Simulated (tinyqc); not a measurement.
Hueckel theory of the pi electrons with the omega technique, for the molecule C=C([CH2-])Cl (SMILES; centres numbered as the heavy atoms are written), step by step. Computed by tinyqc, a small Python program that keeps every step. Settings: charge = -1, omega = 1.4, damping = 0.3. Command: `OMP_NUM_THREADS=1 python tinyqc.py 20279 20280 out.jsonl` (the two numbers bound the seeds that draw the settings). One thread of a shared host (Intel(R) Xeon(R) Processor @ 2.60GHz), about 0.01 s of CPU time with the checks.

## The Hueckel matrix

Centres:
```
centre  z_r, pi electrons of the neutral centre        h
1C                                            1  0.00000
2C                                            1  0.00000
3C                                            1  0.00000
4Cl                                           2  2.00000
```

Bonds:
```
i  j        k
1  2        1
2  3        1
2  4  0.40000
```

H_rr = alpha + h_r beta, H_rs = k_rs beta for bonded centres.

Hueckel matrix in units of beta (H = alpha + beta A), order 1C, 2C, 3C, 4Cl:
$$\begin{pmatrix}
0.00000 & 1.00000 & 0.00000 & 0.00000 \\
1.00000 & 0.00000 & 1.00000 & 0.40000 \\
0.00000 & 1.00000 & 0.00000 & 0.00000 \\
0.00000 & 0.40000 & 0.00000 & 2.00000
\end{pmatrix}$$

## Orbitals, round 1

pi electrons, sum of z_r less the charge = 6

Diagonalise; E = alpha + x beta with beta < 0, so the largest x are filled first; degenerate levels share their electrons. P = sum n_i c_ri c_si; each orbital has its largest coefficient positive (the first on a tie).

x values: [2.13373, 1.30394, 0.00000, -1.43768]

occupations: [2.00000, 2.00000, 2.00000, 0.00000]

coefficients, order 1C, 2C, 3C, 4Cl:
$$\begin{pmatrix}
0.14543 & 0.48440 & 0.70711 & -0.49417 \\
0.31030 & 0.63163 & 0.00000 & 0.71046 \\
0.14543 & 0.48440 & -0.70711 & -0.49417 \\
0.92812 & -0.36298 & 0.00000 & -0.08267
\end{pmatrix}$$

charge and bond-order matrix P, order 1C, 2C, 3C, 4Cl:
$$\begin{pmatrix}
1.51159 & 0.70218 & -0.48841 & -0.08170 \\
0.70218 & 0.99049 & 0.70218 & 0.11746 \\
-0.48841 & 0.70218 & 1.51159 & -0.08170 \\
-0.08170 & 0.11746 & -0.08170 & 1.98633
\end{pmatrix}$$

## Omega technique, round 1

h_r = h_r(0) + omega q_r, omega = 1.4, with q_r = z_r - P_rr; 0.3 of the old diagonal is kept.

matrix after round 1, order 1C, 2C, 3C, 4Cl:
$$\begin{pmatrix}
-0.50136 & 1.00000 & 0.00000 & 0.00000 \\
1.00000 & 0.00932 & 1.00000 & 0.40000 \\
0.00000 & 1.00000 & -0.50136 & 0.00000 \\
0.00000 & 0.40000 & 0.00000 & 2.01339
\end{pmatrix}$$

## Orbitals, round 2

As before.

x values: [2.13089, 1.09143, -0.50136, -1.70097]

occupations: [2.00000, 2.00000, 2.00000, 0.00000]

coefficients, order 1C, 2C, 3C, 4Cl:
$$\begin{pmatrix}
0.10586 & 0.44657 & 0.70711 & -0.53793 \\
0.27865 & 0.71128 & 0.00000 & 0.64531 \\
0.10586 & 0.44657 & -0.70711 & -0.53793 \\
0.94865 & -0.30860 & 0.00000 & -0.06949
\end{pmatrix}$$

charge and bond-order matrix P, order 1C, 2C, 3C, 4Cl:
$$\begin{pmatrix}
1.42126 & 0.69427 & -0.57874 & -0.07477 \\
0.69427 & 1.16715 & 0.69427 & 0.08969 \\
-0.57874 & 0.69427 & 1.42126 & -0.07477 \\
-0.07477 & 0.08969 & -0.07477 & 1.99034
\end{pmatrix}$$

## Omega technique, round 2

As before.

matrix after round 2, order 1C, 2C, 3C, 4Cl:
$$\begin{pmatrix}
-0.56324 & 1.00000 & 0.00000 & 0.00000 \\
1.00000 & -0.16101 & 1.00000 & 0.40000 \\
0.00000 & 1.00000 & -0.56324 & 0.00000 \\
0.00000 & 0.40000 & 0.00000 & 2.01348
\end{pmatrix}$$

## Convergence

Each round sets h_r = h_r(0) + omega (z_r - P_rr), keeping the share named as damping of the old diagonal; repeat until output and input diagonals agree to 1e-6.

Rounds:
```
round  sum n x  largest |h(out) - h(in)|
1      6.87535                  7.16e-01
2      5.44193                  2.43e-01
3      5.06940                  5.20e-02
4      4.94716                  1.67e-02
5      4.91253                  4.14e-03
6      4.90169                  1.29e-03
7      4.89851                  3.49e-04
8      4.89754                  1.07e-04
9      4.89725                  3.03e-05
10     4.89716                  9.19e-06
11     4.89714                  2.66e-06
12     4.89713                  8.05e-07
```

Converged in 12 rounds.

## Energy, charges, bond orders

final x values: [2.11474, 0.94471, -0.61088, -1.84856]

occupations: [2.00000, 2.00000, 2.00000, 0.00000]

final P, order 1C, 2C, 3C, 4Cl:
$$\begin{pmatrix}
1.43635 & 0.69762 & -0.56365 & -0.07226 \\
0.69762 & 1.13657 & 0.69762 & 0.08944 \\
-0.56365 & 0.69762 & 1.43635 & -0.07226 \\
-0.07226 & 0.08944 & -0.07226 & 1.99074
\end{pmatrix}$$

E = sum n x; q_r = z_r - P_rr; bond order p = P_rs; free valence = sqrt(3) - sum of p over the bonds of the atom.

pi energy = 6 alpha + this times beta = 4.89713

pi charges: 1C -0.43635, 2C -0.13657, 3C -0.43635, 4Cl 0.00926

Bond orders and lengths from R = 1.517 - 0.180 p (angstrom, C-C alone):
```
bond        p        R
1-2   0.69762  1.39143
2-3   0.69762  1.39143
2-4   0.08944        -
```

free valence of the carbons: 1C 1.03443, 2C 0.24737, 3C 1.03443

gap between the highest filled and the next level = 1.23768 |beta|
